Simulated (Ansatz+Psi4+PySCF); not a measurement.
A calculation with PySCF 2.14.0.

```python
from pyscf import gto, scf, mp

mol = gto.M(atom="""
Na 0.000000 0.000000 0.004220
H 0.000000 0.000000 2.263770
""", basis={'H': 'cc-pvtz', 'Na': 'cc-pcvtz'}, charge=1, spin=1)
mf = scf.UHF(mol)
mf.kernel()
pt = mp.MP2(mf, frozen=1).run()
print(mf.e_tot, pt.e_corr, pt.e_tot)
```

The script is written out from the run's settings.

The run gave:

```
Converged                       : yes
Reference energy                : -162.17668 hartree
Correlation energy              : -0.26149 hartree
Total energy                    : -162.43817 hartree
Spin squared of the determinant : 0.750
```

Messages of the program:
```
WARN: HOMO -0.245759536034988 >= LUMO -0.245759536034988
WARN: HOMO -0.245759536034988 >= LUMO -0.245759536034988
```
